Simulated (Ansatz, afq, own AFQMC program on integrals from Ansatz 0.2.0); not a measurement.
# NbCl2, quartet in def2-SVP, levels against CCSDT(Q)

```
atom   x (Å)   y (Å)    z (Å)
  Nb  0.0000  0.0000   0.0000
  Cl  0.0000  0.0000  -2.2934
  Cl  0.0000  0.0000   2.2934
```

Connectivity, by distances: Cl–Nb–Cl.

Basis def2-SVP with its core potentials. Noble-gas cores (and the filled d shells of Ga–Kr and In–Xe) are frozen. Ansatz 0.2.0 and our own AFQMC program on the same integrals; the CISD trial comes from CCSD amplitudes, and released means the phaseless constraint is let go. Error bars are statistical, one sigma. No spin–orbit coupling. The metal's outer-core s and p shells are frozen, which shifts wave-function levels against functionals.

Determinant: UHF, the one that the program's search chose, which needn't be the lowest solution. The geometry is a point of a scan.

No full CI on the walks' own integrals is used here; CCSDT(Q) serves as the reference and is uncertain by about the last step of the cluster series.

Cautions: no spin-orbit coupling; outer-core shells of the metal frozen; lower spins were not checked; higher spins were not checked.

The T1 diagnostic is 0.0212 and the weight of the determinant in the CISD state is 0.846. The ⟨S²⟩ of the determinant is 3.770 and the size of the correlated space is 19 electrons in 53 orbitals.

Reference: CCSDT(Q), correlation energy -10.087 eV. The released energy is read at 1.80 1/Eh, later times being too noisy (meV from the phaseless value at times in 1/Eh: -1 ± 4 at 0.24, 0 ± 5 at 0.60, -3 ± 5 at 1.20, -4 ± 8 at 1.80, -14 ± 14 at 2.60).

| level | E − E(reference) (kJ/mol) | share of correlation (%) |
| --- | --- | --- |
| HF | 973.3 | 0.00 |
| MP2 | 111.0 | 88.60 |
| CCSD | 33.0 | 96.61 |
| CCSD(T) | 5.6 | 99.42 |
| CCSDT | 2.2 | 99.77 |
| ph-AFQMC/HF | -5.5 ± 3.2 | 100.56 |
| ph-AFQMC/CISD | 0.4 ± 0.5 | 99.95 |
| released AFQMC | 0.1 ± 0.8 | 99.99 |

A walk keeps the symmetry of its determinant, which the program's search chose and which needn't be the lowest solution, so a lower state of the same spin and another symmetry isn't excluded. Released energies are given only where the last usable release times agree within the noise; a slower fall can still hide under it.
